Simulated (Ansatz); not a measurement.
System: anatase TiO2 (metastable phase). Method: PBE-D4 in Ansatz (PAW).

Numerical settings: plane-wave cutoff 520 eV, 12×12×12 k mesh, Fermi–Dirac smearing 0.01 eV, no spin polarisation, scalar-relativistic PAW data made under PBE.

Shape and atoms are relaxed at each volume.

Pressure at four volumes; x = ln(V/11.452 Å³). One pressure is withheld.

| V (Å³/atom) | x | P (GPa) |
|---|---|---|
| 10.994 | -0.0408 | ? |
| 11.223 | -0.0202 | 3.63 |
| 11.452 | 0.0000 | 0.00 |
| 11.910 | 0.0392 | -6.54 |

Question: Pass a parabola P(x) through the three rows shown, estimate the bulk modulus and its pressure derivative near zero pressure, and predict the withheld pressure.

Answer: Slopes between the rows: (0.00 − (3.63))/(0.0000 − (-0.0202)) = -179.70 and (-6.54 − (0.00))/(0.0392 − (0.0000)) = -166.84 GPa. Their difference over the span 0.0594 is c = 12.86/0.0594 = 216.5 GPa, so P(x) = 3.63 + (-179.70)(x − (-0.0202)) + 216.5 (x − (-0.0202))(x − (0.0000)). At the middle row B = −dP/dx = −[-179.70 + 216.5 × 0.0202] = 175.3 GPa, and B′ = dB/dP = 2c/B = 2.5. At x = -0.0408 the parabola gives 7.51 GPa; the run gives 7.49 GPa. The Birch–Murnaghan fit to the energies at all volumes has B0 = 175 GPa and B′ = 2.4.

Ansatz is a first-principles code.
